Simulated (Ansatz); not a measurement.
Job for Ansatz (a quantum-chemistry and plane-wave program): U-CCSD(T)/aug-cc-pVTZ on CH3 (SMILES [CH3]), 2S+1 = 2, atoms moved off the minimum.

Ansatz 0.2 input:
```yaml
crystal:
  periodic: [false, false, false]
  atoms:
    - {symbol: C, position_ang: [-0.04936553, -0.00019075, 0.01602784]}
    - {symbol: H, position_ang: [1.00771542, -0.20993862, 0.01461651]}
    - {symbol: H, position_ang: [-0.73155001, -0.81790999, 0.02633003]}
    - {symbol: H, position_ang: [-0.17916409, 0.89117849, -0.11053266]}
basis:
  gaussian:
    orbitals: aug-cc-pVTZ
magnetization: {spin_polarized: true, initial_magnetization: 1}
correlation: {method: ccsd_t, electrons: outside_noble_gas}
scf: {omitted_lower_state_checks: [cluster_reference]}
output: {forces: true}
```

### Question
Give the final energy of this run.

### Answer
-39.7328 hartree (reference determinant -39.5485, T1 diagnostic 0.008).

### Question
How many basis functions does it have, and what does it roughly cost on one machine?

### Answer
115 functions; about 22 core-seconds (a rough figure).
